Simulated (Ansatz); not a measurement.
hcp Lu: LDA at its full settings (plane-wave cutoff 520 eV, 18×18×10 k mesh (along the axes of the cell as run), Fermi–Dirac smearing 0.05 eV, scalar-relativistic PAW data made under PBE) and at cheaper ones, in a cell of 2 atoms with Γ-centred meshes.

```
level and setting             lattice constant a (Å)  c axis length (Å)  bulk modulus (GPa)
----------------------------  ----------------------  -----------------  ------------------
LDA (Ansatz)                                   3.382              5.246                54.9
LDA (Γ point alone) (Ansatz)                   3.287              7.557                64.0
LDA (2×2×2 k mesh) (Ansatz)                    2.786              5.407                 112
LDA (4×4×4 k mesh) (Ansatz)                    3.390              5.288                55.0
```

Largest shifts from the full settings: lattice constant a -17.6 % (LDA (2×2×2 k mesh)), against a difference of -3.51 % of the full result from the reference 3.505 Å (measured, 293 K, not corrected to a static lattice; as tabulated in Wikipedia's data pages); lattice parameter c +44 % (LDA (Γ point alone)), against a difference of -5.46 % of the full result from the reference 5.549 Å (measured, 293 K, no zero-point or thermal correction, our sources range from 5.549 to 5.563; as tabulated in Wikipedia's data pages); bulk modulus +104 % (LDA (2×2×2 k mesh)), against a difference of +15.3 % of the full result from the reference 47.6 GPa (measured, room temperature, no zero-point or thermal correction; as tabulated in Wikipedia's data pages).

The full settings aren't shown to be converged themselves.

Ansatz's density-functional and Hartree–Fock values are scalar-relativistic unless marked +SOC, with PAW data made under PBE.

Run with cheap settings on purpose, which may leave them unconverged: LDA (2×2×2 k mesh), LDA (4×4×4 k mesh), LDA (Γ point alone).

Ansatz is a program for electronic structure.
